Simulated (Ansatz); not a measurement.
Geometry optimisation, RKS B3LYP/6-31G* in Ansatz.

Input:

```yaml
crystal:
  periodic: [false, false, false]
  atoms:
    - { symbol: B, position_ang: [0.0, 0.0, 0.0] }
    - { symbol: Cl, position_ang: [1.1911, 0.0, 1.6808] }
    - { symbol: H, position_ang: [1.3757, 0.0, -0.1988] }
    - { symbol: F, position_ang: [-1.1431, 0.0, -0.66] }
basis:
  gaussian: { orbitals: "6-31G*" }
hamiltonian:
  xc: b3lyp
relax:
  f_tol: 0.15
  max_steps: 25
  restrain:
    - { distance: [1, 2], at: 1.37, k: 30.0 }
    - { distance: [0, 1], at: 3.06, k: 30.0 }
    - { distance: [0, 2], at: 2.39, k: 30.0 }
```

Run as:

```bash
$ ansatz run input.yaml --threads 1 --pin off --max-ram 2048MiB --backend cpu --events-out ev --progress --plain --runs-dir out
```

**Question.** Where does it end, and by what steps?

**Answer.** The run converged. The restraints hold the end off the free minimum. After 12 steps the energy has fallen by 0.043 eV (the restraints' own energy left out); B1 moved furthest, 0.86 Å. Parted: B1–Cl2 (2.06 → 3.07 Å). Joined: Cl2–H3 (1.89 → 1.33 Å).

| step | energy less start (eV) | largest force component (eV/Å) | accepted |
| --- | --- | --- | --- |
| 0 | 0.0000 | 5.524 | yes |
| 1 | 1.9496 | 8.272 | yes |
| 2 | 2.6493 | 12.921 | yes |
| 3 | 1.1890 | 7.557 | yes |
| 4 | 0.1510 | 3.173 | yes |
| 5 | -0.0030 | 1.495 | yes |
| 6 | -0.0084 | 1.102 | yes |
| 7 | -0.0182 | 1.063 | yes |
| 8 | -0.0238 | 1.040 | yes |
| 9 | -0.0146 | 1.590 | no |
| 10 | -0.0350 | 1.016 | yes |
| 11 | -0.0395 | 1.045 | yes |
| 12 | -0.0425 | 0.980 | yes |

```xyz
4
Properties=species:S:1:pos:R:3
B -0.314 -0.001 -0.803
Cl 1.500 0.000 1.678
H 1.763 0.001 0.370
F -1.525 0.001 -0.422
```

Run time: 18 s on 1 thread of Arm Neoverse V1 (shared host), peak memory 0.12 GiB.
